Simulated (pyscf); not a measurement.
Thermochemistry of product channels of HN=Si: [singlet] + silane (SiH₄) on the singlet surface, in kJ/mol, from CCSD(T)/def2-TZVPP + ΔMP2(QZVPP) energies (ideal gas, 1 atm, RRHO with modes under 100 cm⁻¹ raised to 100, one conformer, R ln 2 for rigid chiral ones). Structures and frequencies: ωB97X-D3(BJ)/def2-SVP in PySCF. Correlated levels are frozen-core, on RHF or UHF. ΔMP2 is the change of the MP2 total energy from the triple- to the quadruple-zeta basis.

```tsv
products	ΔE	ΔH(298 K)	ΔG(900 K)	ΔG(1200 K)
:HSi–NH–SiH₃ [singlet]	-104.2	-97.6	+7.6	+40.6
H₂N–Si:–SiH₃ [singlet]	-57.4	-44.3	+53.9	+84.5
```

The channel to :HSi–NH–SiH₃ [singlet] turns unfavourable between 298 and 1200 K (ΔG from -62.2 kJ/mol to +40.6 kJ/mol). The channel to H₂N–Si:–SiH₃ [singlet] turns unfavourable between 298 and 1200 K (ΔG from -10.7 kJ/mol to +84.5 kJ/mol).

These are energies of the channels, which say nothing of barriers. The CCSD(T) − MP2 part came from Ansatz, without density fitting, on the same reference.
